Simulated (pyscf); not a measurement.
# Atom transfer: H• + HCl → HCl + H•

Gas phase, doublet surface, charge 0. Bonds broken: Cl2–H3. Bonds formed: H1–Cl2. Optimised with ωB97X-D3(BJ)/def2-SVP in PySCF. MP2 and CC: frozen core, UHF for open shells. ΔMP2 is the change of the MP2 total energy from the triple- to the quadruple-zeta basis.

Transition state (Å):

```xyz
3

H      0.6808     0.2141     1.2304
Cl    -0.4798    -0.4463     0.5691
H     -1.6405    -1.1067    -0.0922
```

One imaginary mode, 1615i cm⁻¹; descent along it reached the two sides named.

```json
[
 {"bond": "Cl2–H3", "change": "breaks", "reactant side (Å)": "1.283", "saddle": "1.490", "product side": "3.6"},
 {"bond": "H1–Cl2", "change": "forms", "reactant side (Å)": "3.6", "saddle": "1.490", "product side": "1.283"}
]
```

Electronic energies relative to the separated reactants (kcal/mol):

```json
[
 {"level": "ωB97X-D3(BJ)/def2-TZVP", "barrier": "20.0", "reaction energy": "0.0", "reverse barrier": "20.0"},
 {"level": "PBE/def2-TZVP", "barrier": "10.6", "reaction energy": "0.0", "reverse barrier": "10.6"},
 {"level": "r²SCAN/def2-TZVP", "barrier": "10.4", "reaction energy": "0.0", "reverse barrier": "10.4"},
 {"level": "B3LYP-D3(BJ)/def2-TZVP", "barrier": "12.8", "reaction energy": "0.0", "reverse barrier": "12.8"},
 {"level": "PBE0-D3(BJ)/def2-TZVP", "barrier": "14.1", "reaction energy": "0.0", "reverse barrier": "14.1"},
 {"level": "M06-2X/def2-TZVP", "barrier": "19.1", "reaction energy": "0.0", "reverse barrier": "19.1"},
 {"level": "ωB97M-D3(BJ)/def2-TZVP", "barrier": "19.2", "reaction energy": "0.0", "reverse barrier": "19.2"},
 {"level": "HF/def2-TZVP", "barrier": "32.1", "reaction energy": "0.0", "reverse barrier": "32.1"},
 {"level": "MP2/def2-QZVPP", "barrier": "22.9", "reaction energy": "0.0", "reverse barrier": "22.9"},
 {"level": "CCSD/def2-TZVPP", "barrier": "20.9", "reaction energy": "0.0", "reverse barrier": "20.9"},
 {"level": "CCSD(T)/def2-TZVPP", "barrier": "19.9", "reaction energy": "0.0", "reverse barrier": "19.9"},
 {"level": "CCSD(T)/def2-TZVPP + ΔMP2(QZVPP)", "barrier": "18.5", "reaction energy": "0.0", "reverse barrier": "18.5"}
]
```

With CCSD(T)/def2-TZVPP + ΔMP2(QZVPP) energies and thermal terms (ideal gas, 1 atm, RRHO with modes under 100 cm⁻¹ raised to 100, one conformer, R ln 2 for rigid chiral ones), in kcal/mol:

```tsv
T (K)	ΔH‡	ΔG‡	ΔH	ΔG
298	16.6	22.5	0.0	0.0
600	16.3	28.7	0.0	0.0
900	16.2	34.9	0.0	0.0
1200	16.0	41.1	0.0	0.0
```

The angle at the transferred Cl is 180°. The CCSD(T) − MP2 part came from Ansatz, without density fitting, on the same reference.
